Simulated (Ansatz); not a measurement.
# BH₃O₃: small, medium and large basis sets

The task here is to estimate one member of a computed series from the others.

Program: Ansatz 0.2.0, Gaussian basis. Level of theory: one geometry, several basis sets. These are calculated values, not measurements.

Levels to be run: PBE0-D4/def2-SVP; ωB97M-V/def2-SVP; PBE0-D4/def2-QZVPP; ωB97M-V/def2-QZVPP; CCSD(T)/cc-pV(D+d)Z; CCSD(T)/cc-pV(T+d)Z; CCSD(T)/cc-pV(Q+d)Z; the functionals' def2-TZVPP values are taken from earlier runs.

### Structure used throughout

An earlier PBE0-D4 in a triple-zeta def2 set relaxation fixed the geometry.

SMILES `OB(O)O`, 7 atoms, charge 0, spin multiplicity 1.

Atoms are counted from 1 here; the program's logs count them from 0.

Bond lengths: O1–B2 1.367 Å, O1–H5 0.957 Å, B2–O3 1.360 Å, B2–O4 1.376 Å, O3–H6 0.959 Å, O4–H7 0.957 Å. Angles: B2–O1–H5 115.3°, O1–B2–O3 116.5°, O1–B2–O4 125.2°, O3–B2–O4 118.3°, B2–O3–H6 111.6°, B2–O4–H7 115.8°.

Set-up of the first run:

Contents of in.yaml:

```yaml
crystal:
  periodic: [false, false, false]
  atoms:
    - {symbol: O, position_ang: [-1.109677, 0.802563, 0.321870]}
    - {symbol: B, position_ang: [-0.012210, -0.006765, 0.228678]}
    - {symbol: O, position_ang: [0.501182, -0.469281, 1.400087]}
    - {symbol: O, position_ang: [0.600707, -0.381269, -0.945383]}
    - {symbol: H, position_ang: [-1.457362, 1.118645, -0.511461]}
    - {symbol: H, position_ang: [1.266840, -1.028219, 1.254513]}
    - {symbol: H, position_ang: [0.210520, -0.035674, -1.748293]}
basis:
  gaussian: {orbitals: def2-SVP}
hamiltonian: {xc: pbe0, dispersion: d4}
output: {orbitals: {seedname: orbitals}}
```

Launch:

```
$ ansatz run in.yaml --threads 2 --pin off --events-out ev --progress --plain --max-ram 32768MiB --backend cpu
```

Steps of the session up to this table: PBE0-D4 in def2-SVP; ωB97M-V in def2-SVP; PBE0-D4 in def2-QZVPP; ωB97M-V in def2-QZVPP.

One table of the session follows, with a row left open; its other results are not shown here.

```
functional       basis  HOMO (eV)  LUMO (eV)
   PBE0-D4    def2-SVP          ?          ?
   PBE0-D4  def2-TZVPP      -9.19       0.14
   PBE0-D4  def2-QZVPP      -9.25      -0.13
   ωB97M-V    def2-SVP     -11.27       2.58
   ωB97M-V  def2-TZVPP     -11.67       1.53
   ωB97M-V  def2-QZVPP     -11.74       1.09
```

**Question.** Estimate the row for PBE0-D4, def2-SVP.

The run gave: HOMO (eV): -8.81; LUMO (eV): 0.94. In the column «HOMO (eV)» it is the highest.
